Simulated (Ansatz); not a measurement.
Geometry optimisation, Ansatz, RKS B3LYP/def2-SVP.

Input:

```yaml
crystal:
  periodic: [false, false, false]
  atoms:
    - { symbol: C, position_ang: [0.0461, -0.16205, -0.61093] }
    - { symbol: O, position_ang: [-0.95729, -0.55926, 0.32294] }
    - { symbol: Si, position_ang: [-0.35129, 1.00475, 0.78517] }
    - { symbol: H, position_ang: [-0.37825, -0.02999, -1.61936] }
    - { symbol: H, position_ang: [0.87989, -0.88133, -0.63865] }
    - { symbol: H, position_ang: [0.76085, 0.62786, 1.76084] }
total_charge: -1
basis:
  gaussian: { orbitals: def2-SVP }
hamiltonian:
  xc: b3lyp
relax:
  f_tol: 0.02
  max_steps: 40
scf:
  lower_state_search: "off"
```

Launched with:

```bash
$ ansatz run input.yaml --threads 1 --pin off --max-ram 2048MiB --backend cpu --events-out ev --progress --plain --runs-dir out
```

Task: Where does it end, and by what steps?

Result: It converged. Limits of this set-up: an anion without diffuse functions. After 7 steps the energy has fallen by 0.110 eV; H5 moved furthest, 0.06 Å.

```json
{"step": "0", "energy less start (eV)": "0.0000", "largest force component (eV/Å)": "1.802", "accepted": "yes"}
{"step": "1", "energy less start (eV)": "-0.0776", "largest force component (eV/Å)": "1.020", "accepted": "yes"}
{"step": "2", "energy less start (eV)": "-0.1057", "largest force component (eV/Å)": "0.227", "accepted": "yes"}
{"step": "3", "energy less start (eV)": "-0.1089", "largest force component (eV/Å)": "0.149", "accepted": "yes"}
{"step": "4", "energy less start (eV)": "-0.1063", "largest force component (eV/Å)": "0.273", "accepted": "no"}
{"step": "5", "energy less start (eV)": "-0.1099", "largest force component (eV/Å)": "0.021", "accepted": "yes"}
{"step": "6", "energy less start (eV)": "-0.1098", "largest force component (eV/Å)": "0.028", "accepted": "no"}
{"step": "7", "energy less start (eV)": "-0.1099", "largest force component (eV/Å)": "0.019", "accepted": "yes"}
```

```xyz
6
Properties=species:S:1:pos:R:3
C 0.003 -0.195 -0.609
O -0.998 -0.577 0.312
Si -0.371 1.050 0.802
H -0.357 -0.038 -1.651
H 0.910 -0.839 -0.605
H 0.813 0.600 1.750
```

Whether the end is a true minimum wasn't checked by a vibrational analysis.

Time of the run: 9.4 s on 1 thread of Arm Neoverse V2, on a shared host, peak memory 0.12 GiB.
